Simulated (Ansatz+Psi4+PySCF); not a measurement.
A calculation with Ansatz (development build ahead of 0.2.0).

```yaml
crystal:
  periodic: [false, false, false]
  atoms:
    - { symbol: F, position_ang: [0.0, 0.0, 0.7103] }
    - { symbol: F, position_ang: [0.0, 0.0, -3.55152] }
basis:
  gaussian: { orbitals: cc-pVTZ }
magnetization:
  spin_polarized: true
hamiltonian:
  xc: hf
correlation:
  method: mp2
  frozen_orbitals: { F: 1 }
scf:
  omitted_lower_state_checks: [stability, starts, atomic_configurations, cluster_reference, orbital_swaps, given_window_search, neighbouring_geometries, increment]
```

The input is written out in the form of the current development build from the run's settings.

The run gave:

```
Converged                       : yes
Reference energy                : -198.81102 hartree
Correlation energy              : -0.39969 hartree
Total energy                    : -199.21071 hartree
Spin squared of the determinant : 1.007
```

Caution: the unrestricted determinant is a mixture of spin states; the determinant breaks the point group; another reference gives a lower total.
